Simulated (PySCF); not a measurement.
# C4H4O: the cost of one run

Computed with PySCF 2.14.0, with density-fitted response routines of our own, on a single molecule, in the gas phase or a continuum. Atoms count from 0, in the outputs and in this text.

### 1 The starting structure

9 atoms, charge 0, multiplicity 1; geometry from: GFN2-xTB. The atoms were then displaced at random by about 0.01 Å, so the start is not that level's minimum.

Bonds of the start (Å): C0–C1 1.21, C1–C2 1.45, C2–C3 1.46, C2–O4 1.21, C0–H5 1.05, C3–H6 1.09, C3–H7 1.09, C3–H8 1.12.

### 2 Geometry optimisation at PBE0-D3(BJ)/def2-TZVP

The job: settings as JSON, then the geometry in Å.

```
{"job": {"xc": "PBE0", "basis": "def2-TZVP", "d3": "d3bj", "grid": 2, "shake": 0.01, "kind": "geom"}, "charge": 0, "multiplicity": 1}
C      2.171390     0.615920    -0.098180
C      1.126500     0.037470     0.106380
C     -0.092980    -0.707750     0.363930
C     -1.286190     0.025060    -0.063930
O     -0.066170    -1.803250     0.874280
H      3.031860     1.180590    -0.294700
H     -1.375990     0.973420     0.462600
H     -1.251400     0.235830    -1.132810
H     -2.199220    -0.574440     0.175930
```

Run with:

```
$ OMP_NUM_THREADS=1 python probes_run.py task.json out
```

The driver reads the jobs from task.json and runs them one after another.

**Question.** How long does this first job take on 1 thread of Arm Neoverse N1, shared host, and how much memory does it need?

About 2.1 min, with a peak of 0.67 GiB.
